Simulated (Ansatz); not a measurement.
**CH₂N (doublet): wave-function methods side by side at distance N1–C2 = 1.237 Å, cc-pVDZ**

How much of the correlation energy of CH₂N (doublet) does each wave-function method recover here?

Computed with Ansatz 0.2.0, Gaussian basis. Level: cc-pVDZ, core rule «outside noble gas», up to 2 orbitals frozen.

To be run: UHF; CCSD(T) on ROHF; CCSD(T) on UHF; BCCD(T) on ROHF; CISD; CCSDT(Q) on ROHF; CCSDT(Q) on UHF; CASSCF and MRCISD+Q, 3 electrons in 3 orbitals; CASSCF and NEVPT2, 3 electrons in 3 orbitals; CASSCF and MRCISD+Q, 11 electrons in 10 orbitals; CASSCF and NEVPT2, 11 electrons in 10 orbitals.

22 further runs of the same task are left out: 4 for a known fault of the program, 15 that didn't finish, 3 set aside as unsound or not needed.

### 1 The geometry

The geometry derives from a PBE0/def2-TZVP stationary point (not a proven minimum). One bond is set to the value named and the two fragments are kept rigid.

4 atoms, charge 0, spin multiplicity 2.

Atoms are counted from 1 here; the program's logs count them from 0.

Bond lengths: N1–C2 1.237 Å, C2–H3 1.099 Å, C2–H4 1.099 Å. Angles: N1–C2–H3 121.4°, N1–C2–H4 121.4°, H3–C2–H4 117.1°.

### 2 UHF

Contents of in.yaml:

```yaml
crystal:
  periodic: [false, false, false]
  atoms:
    - {symbol: N, position_ang: [0.000000, 0.000000, 0.660040]}
    - {symbol: C, position_ang: [0.000000, 0.000000, -0.576764]}
    - {symbol: H, position_ang: [0.000000, -0.937350, -1.149693]}
    - {symbol: H, position_ang: [0.000000, 0.937349, -1.149693]}
basis:
  gaussian: {orbitals: cc-pVDZ}
magnetization: {spin_polarized: true, initial_magnetization: 1}
hamiltonian: {xc: hf}
output: {orbitals: {seedname: orbitals}}
```

On the command line:

```bash
> ansatz run in.yaml --threads 1 --pin off --events-out ev --progress --plain --max-ram 2393MiB
```

After this run come: CCSD(T) on ROHF; CCSD(T) on UHF; BCCD(T) on ROHF; CISD; CCSDT(Q) on ROHF; CCSDT(Q) on UHF; CASSCF and MRCISD+Q, 3 electrons in 3 orbitals; CASSCF and NEVPT2, 3 electrons in 3 orbitals; CASSCF and MRCISD+Q, 11 electrons in 10 orbitals; CASSCF and NEVPT2, 11 electrons in 10 orbitals.

Before running them: what should the planned runs give, taken together? Wanted: UCCSDT(Q) below the RHF energy; RMP2 from UCCSDT(Q); UMP2 from UCCSDT(Q); RCCSD from UCCSDT(Q); RCCSD(T) from UCCSDT(Q); UCCSD(T) from UCCSDT(Q); RCCSDT(Q) from UCCSDT(Q); NEVPT2 pair from UCCSDT(Q); MRCISD+Q pair from UCCSDT(Q).

As calculated:

```
                         quantity                                                           value
   UCCSDT(Q) below the RHF energy                                                      -8.2717 eV
              RMP2 from UCCSDT(Q)                                                 +24.32 kcal/mol
              UMP2 from UCCSDT(Q)                                                 +29.86 kcal/mol
             RCCSD from UCCSDT(Q)                                                  +6.93 kcal/mol
          RCCSD(T) from UCCSDT(Q)                                                  +0.97 kcal/mol
          UCCSD(T) from UCCSDT(Q)                                                  +1.20 kcal/mol
         RCCSDT(Q) from UCCSDT(Q)                                                  +0.03 kcal/mol
       NEVPT2 pair from UCCSDT(Q)                                                 +21.37 kcal/mol
     MRCISD+Q pair from UCCSDT(Q)                                                  +2.22 kcal/mol
    NEVPT2 valence from UCCSDT(Q)                                                 +21.88 kcal/mol
levels within 1 kcal/mol (43 meV)  RCCSD(T), BCCD(T), RCCSDT, UCCSDT, RCCSDT(Q), MRCISD+Q valence
                    T1 diagnostic                                                           0.025
   effectively unpaired electrons                                                            1.06
```

In words: RCCSD(T) misses by +0.97 kcal/mol, 0.5 % of the correlation energy. One determinant dominates. Of the multireference levels listed MRCISD+Q valence comes nearest in total energy (+0.44 kcal/mol), which doesn't show that its space is the better one. These misses are within one basis, not against nature; the frozen cores of restricted and unrestricted runs differ, which can shift their rows.
